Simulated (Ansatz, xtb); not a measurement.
## C2H4S: 3 structures ranked

3 gas-phase structures of C2H4S, found in a search over its isomers (lower ones may exist). Each was relaxed with GFN2-xTB; where two conformers were screened, the lower at r2SCAN-D4/def2-SVP is listed:

A. `C=CS`, a singlet
B. `CC=S`, a singlet
C. `C1CS1`, a singlet

Problem. Make a reasoned guess at their ranking by r2SCAN-D4/def2-SVP single-point energy.

Solution. Calculated order at r2SCAN-D4/def2-SVP: B (0.0), C (1.2), A (3.5) kcal/mol.

Energies above the lowest of each column, in kcal/mol; the last columns are at PBE0-D4/def2-TZVP geometries:

| structure | GFN2-xTB | HF/STO-3G | r2SCAN-D4/def2-SVP | PBE0-D4/def2-TZVP | CCSD(T)/def2-TZVPP |
| --- | --- | --- | --- | --- | --- |
| B | 4.5 | 11.5 | 0.0 | 2.4 | 0.0 |
| C | 0.0 | 0.0 | 1.2 | 0.0 | 1.0 |
| A | 7.0 | 11.1 | 3.5 | 4.5 | 2.9 |

CCSD(T)/def2-TZVPP puts B lowest; GFN2-xTB picks C, HF/STO-3G picks C, PBE0-D4/def2-TZVP picks C. Flexible structures stand in one conformer each, not always the lowest.

Programs: Ansatz 0.2.0, xtb 6.7.1.
